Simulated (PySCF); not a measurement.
ClH₆⁺, singlet: computed properties

Level of theory: PySCF, PBE0, basis Cl def2-TZVP, H def2-TZVP (no relativity, density fitting).

The structure is a minimum.

Coordinates in bohr (charge 1 multiplicity 1):
```
Cl    0.0000    0.0000    0.0000
H     0.0000    0.0000    2.6053
H     0.0000    0.0000   -2.6053
H     2.6053    0.0000    0.0000
H     0.0000    2.6053    0.0000
H    -2.6053    0.0000    0.0000
H     0.0000   -2.6053    0.0000
```

```json
{"Point group": "Oh", "Bond lengths": "Cl–H 1.379 Å (×6)", "Bond angles": "H–Cl–H 90.0° (×12), H–Cl–H 180.0° (×3)", "Lowest empty level": "-8.35 eV", "Principal quadrupole moments (Buckingham, traceless) about the centre of mass": "0.00, 0.00, 0.00 D Å", "Rotational constants": "2.2, 2.2, 2.2 cm⁻¹", "Rotational symmetry number": "24", "Heat capacity Cp at 298.15 K": "36.3 J/(mol K)", "Dipole moment about the centre of mass": "0.00 D", "Entropy at 298.15 K and 1 bar": "203.1 J/(mol K)", "Enthalpy at 298.15 K above 0 K": "10.04 kJ/mol", "Highest occupied level": "-14.40 eV", "Zero-point energy": "158.1 kJ/mol", "Principal polarisabilities": "26.9, 26.9, 26.9 bohr³"}
```

Harmonic modes (masses in u: Cl 34.969, H 1.008):
```tsv
symmetry	ω (cm⁻¹)	IR (km/mol, summed over degenerate members)	type
t2g	1477	0.0	bend
t1u	1498	1.4	bend
t2u	1501	0.0	bend
eg	2099	0.0	stretch
t1u	2193	613	stretch
a1g	2234	0.0	stretch
```

In Oh the vibrations span t2g + 2t1u + t2u + eg + a1g. The a1g, eg, t2g, t2u modes carry no infrared intensity, as symmetry demands. With a centre of inversion only u modes can be infrared active and only g modes Raman active.

Charges (e):
```tsv
atom	Mulliken	Löwdin	polar tensor	Mayer order to Cl1
Cl1	-0.02	0.68	1.58	–
H2,3,4,5,6,7	0.17	0.05	-0.10	0.72
```

Mulliken populations on Cl1: s 5.70, p 10.36, d 0.95, f 0.01.

Counting electrons, chlorine keeps none of its valence electrons outside its bonds, so the VSEPR class is AX6 and the expected shape is octahedral (Oh), as computed.

Only a few start shapes were tried, so a lower isomer may exist.

The final relaxation and frequency run took 9.2 s on 2 threads of a shared Arm Neoverse V1 host, with 73 basis functions and 5 gradients; the process peaked at 1.3 GiB. Launch command: `OMP_NUM_THREADS=2 python axn.py task.json out`.
